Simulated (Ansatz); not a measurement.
# C6H6: the cost of one run

Program: Ansatz 0.2.0. Level of theory: the levels named in each step. These are calculated values, not measurements.

## (1) Starting point

Bond lengths: C1–C2 1.334 Å, C2–C3 1.462 Å, C3–C4 1.343 Å, C4–C5 1.458 Å, C2–C6 1.464 Å, C5–C6 1.343 Å, C1–H7 1.078 Å, C1–H8 1.078 Å, C3–H9 1.074 Å, C4–H10 1.075 Å, C5–H11 1.075 Å, C6–H12 1.074 Å. Angles (14 of 18 angles, heavy atoms first): C1–C2–C3 127.2°, C1–C2–C6 127.1°, C3–C2–C6 105.7°, C2–C3–C4 108.2°, C3–C4–C5 109.0°, C4–C5–C6 109.0°, C2–C6–C5 108.1°, C2–C1–H7 121.7°, C2–C1–H8 121.6°, C2–C3–H9 123.8°, C4–C3–H9 128.0°, C3–C4–H10 127.2°, C5–C4–H10 123.8°, C4–C5–H11 123.8°.

As a file:

```xyz
12

C     2.0407   -0.0418    0.5204
C     0.7486   -0.0165    0.1890
C    -0.1510   -1.1608    0.0476
C    -1.3653   -0.6993   -0.2928
C    -1.3115    0.7541   -0.3875
C    -0.0652    1.1652   -0.1026
H     2.6229    0.8620    0.5991
H     2.5555   -0.9680    0.7170
H     0.1512   -2.1800    0.1984
H    -2.2533   -1.2785   -0.4724
H    -2.1545    1.3688   -0.6478
H     0.3112    2.1705   -0.0809
```

## (2) A rough first relaxation, PBE-D4/def2-SVP

This run stands in another session on the same molecule. It ended at:

```xyz
12

C     2.0645   -0.0424    0.5249
C     0.7492   -0.0155    0.1902
C    -0.1488   -1.1783    0.0493
C    -1.3846   -0.7087   -0.2973
C    -1.3302    0.7641   -0.3925
C    -0.0616    1.1823   -0.1034
H     2.6524    0.8864    0.6052
H     2.5831   -0.9937    0.7269
H     0.1527   -2.2215    0.2025
H    -2.2822   -1.3164   -0.4788
H    -2.1816    1.4077   -0.6550
H     0.3166    2.2114   -0.0845
```

## (3) Relaxation, HF/STO-3G

input.yaml

```yaml
crystal:
  periodic: [false, false, false]
  atoms:
    - { symbol: C, position_ang: [2.0644589, -0.04237189, 0.52490101] }
    - { symbol: C, position_ang: [0.74922707, -0.0155081, 0.19017145] }
    - { symbol: C, position_ang: [-0.14883089, -1.17831362, 0.04925185] }
    - { symbol: C, position_ang: [-1.38459191, -0.70866514, -0.29725112] }
    - { symbol: C, position_ang: [-1.33020107, 0.76413811, -0.39251698] }
    - { symbol: C, position_ang: [-0.06161644, 1.1822811, -0.10341937] }
    - { symbol: H, position_ang: [2.65236511, 0.88642211, 0.60519726] }
    - { symbol: H, position_ang: [2.58306754, -0.9936912, 0.72692945] }
    - { symbol: H, position_ang: [0.15269539, -2.22145396, 0.20248061] }
    - { symbol: H, position_ang: [-2.28219842, -1.31636423, -0.47883461] }
    - { symbol: H, position_ang: [-2.18159515, 1.40773965, -0.65499435] }
    - { symbol: H, position_ang: [0.31657986, 2.21141717, -0.08448521] }
basis:
  gaussian: { orbitals: STO-3G }
hamiltonian:
  xc: hf
relax:
  f_tol: 0.002
  max_steps: 150
```

Run with:

```bash
> ansatz run input.yaml --threads 4 --pin off --max-ram 10240MiB --backend cpu --events-out ev --progress --plain --runs-dir out
```

Q: Estimate wall time and peak memory on 4 threads of Arm Neoverse V2, shared host.

About 2.3 s, with a peak of 0.082 GiB.
